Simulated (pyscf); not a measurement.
Optimised with ωB97X-D3(BJ)/def2-SVP in PySCF.

Task: PBE/def2-TZVP puts the barrier of •O–Ga(OH)–F (SMILES [O][Ga]([OH])[F]) + H₂ (SMILES [H][H]) -> HO–Ga(OH)–F (SMILES [OH][Ga]([OH])[F]) + H• (SMILES [H]) (hydrogen abstraction; doublet surface; H–H broken, H–O formed) at -18.7 kJ/mol and the reaction energy at -74.1 kJ/mol, from the separated reactants. What do r²SCAN/def2-TZVP, PBE0-D3(BJ)/def2-TZVP, ωB97M-D3(BJ)/def2-TZVP give on the same structures?

Result: r²SCAN: ΔE‡ = -5.5 kJ/mol, ΔE = -57.3 kJ/mol; PBE0-D3(BJ): ΔE‡ = -1.0 kJ/mol, ΔE = -71.6 kJ/mol; ωB97M-D3(BJ): ΔE‡ = 10.7 kJ/mol, ΔE = -66.7 kJ/mol. PBE's barrier lies under all of them, by 13.2 to 29.4 kJ/mol. Its reaction energy lies under all of them, by 2.5 to 16.8 kJ/mol. At PBE, r²SCAN, PBE0-D3(BJ) this geometry lies under the reactants; that is no barrier but a single point on another level's saddle; such a level's own saddle, if it has one, lies nearer that side and is low. One saddle was located; it need not be the lowest between these sides. The angle at the transferred H is 154°. Elements up to Kr have no core potential and no relativistic terms here.
